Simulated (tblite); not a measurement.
C4H3ClS.
InChI=1S/C4H3ClS/c5-4-1-2-6-3-4/h1-3H

Method: GFN2-xTB as coded in tblite; computed harmonic values from a numerical Hessian at the method's own geometry, unscaled. The method is semi-empirical: single wavenumbers can be off by several per cent or more.

Harmonic wavenumbers (cm⁻¹): 206.0, 261.2, 404.0, 407.6, 558.0, 610.7, 734.3, 754.7, 809.0, 830.7, 865.5, 884.2, 1072.1, 1080.8, 1157.1, 1337.6, 1442.3, 1534.8, 3149.0, 3173.5, 3178.9.

A = 7225, B = 1512, C = 1250 MHz; mass 117.964 u (most abundant isotopes); point group Cs, symmetry number 1.

Question: What is the zero-point energy?

Answer: Half the sum of the wavenumbers: 12226 cm⁻¹ = 34.96 kcal/mol.

Question: Give the ideal-gas entropy at 350 K and 1 bar in the rigid-rotor, harmonic-oscillator model (classical rotation).

Answer: Translation 41.03, rotation 28.03, vibration 10.41: S = 79.5 cal/(mol K).

Question: And Cp and H(350 K) − H(0)?

Answer: Cp = 24.31 cal/(mol K), of which vibrations give 16.36 (their classical limit is 21 R = 41.7); H(350 K) − H(0) = 5.14 kcal/mol without the zero-point energy, 2.36 from vibrations.

Question: Which modes carry the vibrational entropy at 350 K?

Answer: 206.0 cm⁻¹: 2.38; 261.2 cm⁻¹: 1.94; 404.0 cm⁻¹: 1.19; 407.6 cm⁻¹: 1.18; 558.0 cm⁻¹: 0.72; 610.7 cm⁻¹: 0.61 cal/(mol K); the other 15 give 2.40 together.

Question: How do the functions run with temperature in this model?

Answer: 
| T (K) | S (cal/(mol K)) | Cp (cal/(mol K)) | H − H(0) (kcal/mol) | G − H(0) (kcal/mol) | ln q(vib) |
| --- | --- | --- | --- | --- | --- |
| 50 | 53.6 | 8.2 | 0.40 | -2.28 | 0.00 |
| 100 | 59.9 | 10.1 | 0.85 | -5.13 | 0.08 |
| 298.15 | 75.8 | 21.5 | 3.95 | -18.65 | 1.37 |
| 373.15 | 81.1 | 25.5 | 5.72 | -24.54 | 2.08 |
| 500 | 89.3 | 30.7 | 9.30 | -35.35 | 3.40 |
| 750 | 103.0 | 36.9 | 17.83 | -59.46 | 6.09 |
| 1000 | 114.2 | 40.5 | 27.55 | -86.66 | 8.65 |

q(vib) and H(0) count from the zero-point level.

Hindered rotation and anharmonicity are outside this model.
